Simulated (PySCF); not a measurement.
Delta-SCF ions had no search for a lower state. Excitations are Tamm–Dancoff values on a coarser integration grid. The basis has no diffuse functions, so Rydberg states are missing or too high.

O$_{2}$S, SMILES `O=S=O` (charge 0, multiplicity 1)

Computed with PySCF 2.14.0 with PBE-D3(BJ)/def2-TZVP // B3LYP-D3(BJ)/def2-TZVP.

```
Quantity                                                                   Value
------------------------------------------------  ------------------------------
HOMO                                                                    -7.91 eV
dipole moment                                                             1.56 D
HOMO–LUMO gap                                                            3.60 eV
LUMO                                                                    -4.31 eV
S1 excitation (TDA)                                                      4.22 eV
S1 oscillator strength                                                     0.007
brightest of the four lowest singlets (TDA)                              6.80 eV
T1 excitation (TDA)                                                      3.06 eV
S1–T1 gap (TDA)                                                          1.16 eV
vertical ionisation energy (Delta-SCF)                                  12.06 eV
adiabatic ionisation energy (no zero-point term)                        11.88 eV
hole reorganisation energy (four-point)                           10.01 kcal/mol
total energy                                                        -548.4025 Ha
cost                                              around 50 core-seconds (rough)
```

Bond lengths (Å): O1–S2 1.439, S2–O3 1.439. Angles (°): O1–S2–O3 118.9.
Charge 0, spin multiplicity 1.
